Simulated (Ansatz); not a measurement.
Born–Oppenheimer molecular dynamics of BH4NO (7 atoms, charge 0, multiplicity 1). It starts from a relaxed structure.

Method: Ansatz, RKS BLYP-D4/def2-SVP.

```json
{"ensemble": "NVE (velocity Verlet)", "time step": "1 fs", "steps asked": "250", "starting velocities drawn for": "500 K", "masses": "H 2.014 u", "seed": "728056"}
```

First frame:

```xyz
7
Properties=species:S:1:pos:R:3
B 0.035 -0.036 -0.120
H -0.125 0.539 0.945
N 1.297 0.019 -0.749
H 1.490 -0.438 -1.643
H 2.089 0.524 -0.357
O -0.985 -0.742 -0.730
H -1.808 -0.712 -0.213
```

(1) How far do the bonds stretch over the last three quarters of this one trajectory? (Pairs bonded in most of those frames.)

## Answers

(1) 
| bond | mean (Å) | spread (Å) | shortest | longest |
| --- | --- | --- | --- | --- |
| B1–H2 | 1.231 | 0.043 | 1.16 | 1.30 |
| B1–N3 | 1.414 | 0.018 | 1.38 | 1.46 |
| B1–O6 | 1.385 | 0.024 | 1.34 | 1.43 |
| N3–H4 | 1.024 | 0.015 | 1.00 | 1.05 |
| N3–H5 | 1.020 | 0.011 | 1.00 | 1.04 |
| O6–H7 | 0.974 | 0.008 | 0.96 | 0.99 |

Mean temperature of the second half: 255 K. The conserved energy stayed within 0.52 meV per atom of its start (net change 0.32 meV per atom), so the integration is sound. Over the second half the temperature averaged 0.51 of the 500 K drawn at the start: a run that starts near a minimum puts about half its kinetic energy into the potential. A run of 0.25 ps of so small a system gives no equilibrium averages.

Run time: 5 min on 1 thread of Arm Neoverse V1, with other jobs on the host, peak memory 0.099 GiB.
